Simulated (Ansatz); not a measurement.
A nudged elastic band was laid between two geometries of ClH3Si + H2O (8 atoms, charge 0, multiplicity 1).

These are results of RKS PBE0-D4/def2-SVP in Ansatz 0.2.0, not measurements.

```
movable images  : 9
climbing image  : yes
spring          : 5.0 eV/Å²
optimiser       : quadratic models (default)
start path      : through a guess of the saddle point
force threshold : 0.05 eV/Å
iteration limit : 60
end points      : relaxed
```

Initial state:

```xyz
8
Properties=species:S:1:pos:R:3
Si 0.339 0.033 -0.052
Cl 0.307 -0.159 2.029
H 1.784 0.054 -0.421
H -0.296 1.312 -0.450
H -0.295 -1.160 -0.671
O -2.562 0.031 0.720
H -2.775 -0.909 0.725
H -2.158 0.168 1.587
```

Final state:

```xyz
8
Properties=species:S:1:pos:R:3
Si -0.294 -0.089 -0.515
Cl -0.742 0.792 3.224
H 0.918 -0.836 -0.067
H -0.064 1.376 -0.454
H -0.643 -0.516 -1.902
O -1.600 -0.379 0.514
H -1.954 -1.274 0.533
H -1.278 0.298 2.136
```

Task: What changes between the two ends?

Result: Bonds broken: Si1–Cl2, O6–H8. Bonds formed: Si1–O6, Cl2–H8. ClH3Si + H2O becomes ClH + H4OSi.

Task: What energy profile does the band end with?

Result: The run converged. The highest image is number 5 of 0 to 10, 0.86 eV above the first end and 0.79 eV above the last; the last end lies 0.08 eV above the first. A vibrational analysis at the climbing image gives one clearly imaginary mode, 180i cm⁻¹: a first-order saddle point. The orbitals stay closed-shell, which can raise the energy where a bond breaks towards radicals; this wasn't checked here.

```csv
image,path coordinate (Å),energy (eV),Si1–Cl2 (Å),O6–H8 (Å),Si1–O6 (Å)
0,0.00,0.00,2.09,0.97,3.00
1,0.56,0.03,2.09,0.97,3.08
2,1.13,0.18,2.10,0.97,2.94
3,1.69,0.54,2.14,0.97,2.52
4,2.25,0.80,2.24,0.98,2.10
5,2.82,0.86,2.47,1.03,1.89
6,3.19,0.75,2.71,1.19,1.80
7,3.56,0.35,2.98,1.47,1.73
8,3.94,0.13,3.32,1.69,1.70
9,4.31,0.08,3.64,1.79,1.69
10,4.69,0.08,3.87,1.79,1.69
```

Task: What is the geometry of the highest image?

Result: 
```xyz
8
Properties=species:S:1:pos:R:3
Si -0.212 0.091 -0.117
Cl -0.022 0.815 2.235
H 0.996 -0.735 0.142
H -0.082 1.510 -0.524
H -0.784 -0.574 -1.353
O -1.827 -0.362 0.748
H -2.181 -1.257 0.632
H -1.545 -0.119 1.705
```

Task: What are the harmonic wavenumbers there?

Result: 180i, 214, 346, 404, 473, 602, 683, 733, 846, 989, 1047, 1067, 1361, 2114, 2252, 2301, 2822, 3829 cm⁻¹.

Time of the run: 5.9 min on 1 thread of Arm Neoverse V1, with other jobs on the host, peak memory 0.16 GiB.
